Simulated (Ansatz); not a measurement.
**Si₂H₅ (doublet): the correlation ladder at distance Si1–H5 along a hydrogen transfer = 1.842 Å, cc-pVDZ**

An exercise on one series of results from a longer session: the logs are not shown, and one member is left open.

Method: cc-pVDZ, core rule «outside noble gas», up to 10 orbitals frozen; program: Ansatz 0.2.0, Gaussian basis.

Plan: UHF; CCSD(T) on ROHF; CCSD(T) on UHF; BCCD(T) on ROHF; CISD; CCSDT(Q) on ROHF; CCSDT(Q) on UHF; CASSCF and MRCISD+Q, 3 electrons in 3 orbitals; CASSCF and NEVPT2, 3 electrons in 3 orbitals.

### The geometry

The geometry derives from fragments relaxed apart (PBE0/def2-TZVP) and kept rigid, so it is no stationary point. A hydrogen atom is moved between rigid fragments.

7 atoms, charge 0, spin multiplicity 2.

Atoms are counted from 1 here; the program's logs count them from 0.

Bond lengths: Si1–H2 1.485 Å, Si1–H3 1.485 Å, Si1–H4 1.485 Å, H5–Si6 1.440 Å, Si6–H7 1.532 Å. Angles: H2–Si1–H3 109.5°, H2–Si1–H4 109.5°, H3–Si1–H4 109.5°, H5–Si6–H7 105.0°.

Set-up of the first run:

Input file in.yaml:

```yaml
crystal:
  periodic: [false, false, false]
  atoms:
    - {symbol: Si, position_ang: [-1.572347, 0.024363, 0.000000]}
    - {symbol: H, position_ang: [-2.067219, 1.424071, 0.000001]}
    - {symbol: H, position_ang: [-2.067218, -0.675491, 1.212183]}
    - {symbol: H, position_ang: [-2.067219, -0.675491, -1.212182]}
    - {symbol: H, position_ang: [0.269653, 0.024363, 0.000000]}
    - {symbol: Si, position_ang: [1.709653, 0.024363, -0.000001]}
    - {symbol: H, position_ang: [2.106087, -1.455151, -0.000001]}
basis:
  gaussian: {orbitals: cc-pVDZ}
magnetization: {spin_polarized: true, initial_magnetization: 1}
hamiltonian: {xc: hf}
output: {orbitals: {seedname: orbitals}}
```

Started as:

```bash
$ ansatz run in.yaml --threads 1 --pin off --events-out ev --progress --plain --max-ram 2816MiB --backend cpu
```

Steps of the session up to this table: UHF; CCSD(T) on ROHF; CCSD(T) on UHF; BCCD(T) on ROHF; CISD; CCSDT(Q) on ROHF; CCSDT(Q) on UHF; CASSCF and MRCISD+Q, 3 electrons in 3 orbitals; CASSCF and NEVPT2, 3 electrons in 3 orbitals.

One of the session's tables, all rows but one given; the rest of the session is left out.

| method | from UCCSDT(Q) (meV) |
| --- | --- |
| ROHF | +7217.6 |
| UHF | +7071.8 |
| RMP2 | +1674.6 |
| UMP2 | +1772.6 |
| CISD | +983.3 |
| RCCSD | +263.4 |
| UCCSD | +271.4 |
| RCCSD(T) | +59.3 |
| UCCSD(T) | +69.0 |
| BCCD(T) | +59.6 |
| RCCSDT | +11.6 |
| UCCSDT | +12.2 |
| RCCSDT(Q) | +1.2 |
| UCCSDT(Q) | 0 |
| CASSCF pair | +6733.1 |
| NEVPT2 pair | +1495.1 |
| MRCISD pair | ? |
| MRCISD+Q pair | +70.5 |

Q: Estimate the row for MRCISD pair from the others.

The run gave: from UCCSDT(Q) (meV): +809.1. In the column «from UCCSDT(Q) (meV)» it lies between UCCSD (+271.4) and CISD (+983.3).

To keep in mind: Restricted and unrestricted rows rest on different reference determinants; where their highest levels disagree by more than a few hundredths of an eV, they describe different states and don't form one ladder.
